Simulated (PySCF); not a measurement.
## Relaxation of singlet Si(OH)₂

Level of theory: PBE0/[Si def2-TZVP, O def2-TZVP, H def2-TZVP], no relativity, density fitting, PySCF. A (50,194) grid was used.

A hand-made bent (heavy-atom frame) start, of C2 symmetry, held to at least that symmetry:

```xyz
5
charge 0 multiplicity 1, angstrom
Si    0.0000    0.0000   -0.5748
O     1.4663    0.0000    0.4519
O    -1.4663    0.0000    0.4519
H     1.9718   -0.7354    0.8058
H    -1.9718    0.7354    0.8058
```

Q: What forces act on the atoms at the start (eV/Å)?

A: 
| atom | Fx | Fy | Fz |
| --- | --- | --- | --- |
| Si1 | 0.00 | 0.00 | 2.96 |
| O2 | -2.46 | 0.14 | -1.44 |
| O3 | 2.46 | -0.14 | -1.44 |
| H4 | -0.21 | -0.02 | -0.04 |
| H5 | 0.21 | 0.02 | -0.04 |

Q: What does it relax to?

A: It ends at C2v with O–H 0.960 Å (×2), Si–O 1.649 Å (×2); H–O–Si 114.7° (×2), O–Si–O 97.5°. A frequency run shows a minimum. Other isomers or separated fragments may lie lower.

Q: How much energy is released, and in how many steps?

A: 97.9 kJ/mol in 17 steps.

The relaxation took 120 s on 2 threads of a shared Intel Xeon @ 2.50GHz (Skylake/Cascade Lake) host, with 111 basis functions and 18 gradients; the process peaked at 0.76 GiB. Launch command: `OMP_NUM_THREADS=2 python axn.py task.json out`.
